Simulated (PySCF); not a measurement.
Species: CH₂O.
InChI=1S/CH2O/c1-2/h1H2

Method used: PBE0-D3(BJ)/def2-SVP geometry optimisation, gas phase (PySCF 2.14.0).

Take the most abundant isotopes and a rigid rotor. 

**Question.** Give the principal moments of inertia and the rotational constants in GHz.

**Answer.** Ia = 1.80, Ib = 12.91, Ic = 14.71 u·Å²; 505379 MHz·u·Å²/I gives 281077, 39132 and 34350 MHz, that is A = 281.08, B = 39.132, C = 34.350 GHz.

**Question.** Classify the top.

**Answer.** A near-prolate asymmetric top. Ray's parameter κ = (2B − A − C)/(A − C) = -0.961; −1 is the prolate and +1 the oblate limit.

**Question.** What does the inertial defect say?

**Answer.** Planar: Δ = Ic − Ia − Ib = 0.00 u·Å². For a rigid frame Δ = −2 Σ m c², so it vanishes when all atoms lie in the ab plane; here none is more than 0.01 Å from it.

**Question.** Give the coordinates in the principal-axis frame, origin at the centre of mass.

**Answer.** The sense of each axis is arbitrary; atoms in the order of the calculation.
```csv
atom,mass (u),a (Å),b (Å),c (Å)
C1,12.000,-0.597,0.000,0.000
O2,15.995,0.599,0.000,0.000
H3,1.008,-1.199,-0.945,0.000
H4,1.008,-1.199,0.944,0.000
```

**Question.** Where do the levels up to J = 4 lie, in MHz?

**Answer.** Above 0(0,0):
J = 1: 1(0,1) 73482, 1(1,1) 315426, 1(1,0) 320209
J = 2: 2(0,2) 220375, 2(1,2) 457608, 2(1,1) 471954, 2(2,1) 1197789, 2(2,0) 1197859
J = 3: 3(0,3) 440539, 3(1,3) 670836, 3(1,2) 699528, 3(2,2) 1418234, 3(2,1) 1418584, 3(3,1) 2639956, 3(3,0) 2639957
J = 4: 4(0,4) 733765, 4(1,4) 955060, 4(1,3) 1002877, 4(2,3) 1712106, 4(2,2) 1713158, 4(3,2) 2934022, 4(3,1) 2934026, 4(4,1) 4644245, 4(4,0) 4644245

**Question.** Which lines would a microwave search look for?

**Answer.** The dipole components are |μa| = 2.18 D, |μb| = 0.00 D, |μc| = 0.00 D; the symmetry axis of this C2v structure is a, so μb and μc vanish by symmetry and there are no b-type or c-type lines. Some lines, for components of 0.1 D or more:

```tsv
type	branch	J(Ka,Kc)	MHz	lower level (cm⁻¹)
a	Q	4(2,2) ← 4(2,3)	1052	57.110
a	Q	5(2,3) ← 5(2,4)	2451	69.360
a	Q	1(1,0) ← 1(1,1)	4782	10.521
a	Q	2(1,1) ← 2(1,2)	14347	15.264
a	Q	3(1,2) ← 3(1,3)	28693	22.377
a	Q	5(1,4) ← 5(1,5)	71715	43.704
a	R	1(0,1) ← 0(0,0)	73482	0.000
a	R	2(1,2) ← 1(1,1)	142181	10.521
a	R	2(0,2) ← 1(0,1)	146893	2.451
a	R	2(1,1) ← 1(1,0)	151746	10.681
a	R	3(2,1) ← 2(2,0)	220726	39.956
a	R	3(1,2) ← 2(1,1)	227574	15.743
a	R	4(1,4) ← 3(1,3)	284224	22.377
a	R	4(0,4) ← 3(0,3)	293226	14.695
a	R	4(2,3) ← 3(2,2)	293872	47.307
a	R	4(3,2) ← 3(3,1)	294065	88.059
a	R	4(3,1) ← 3(3,0)	294069	88.059
a	R	4(2,2) ← 3(2,1)	294573	47.319
a	R	4(1,3) ← 3(1,2)	303349	23.334
a	R	5(1,5) ← 4(1,4)	355152	31.857
a	R	5(4,2) ← 4(4,1)	367564	154.915
a	R	5(3,3) ← 4(3,2)	367643	97.868
a	R	5(3,2) ← 4(3,1)	367657	97.869
a	R	5(1,4) ← 4(1,3)	379050	33.452
```

No frequency check. Constants of a rigid frame at the computed geometry: no zero-point averaging, no centrifugal distortion.
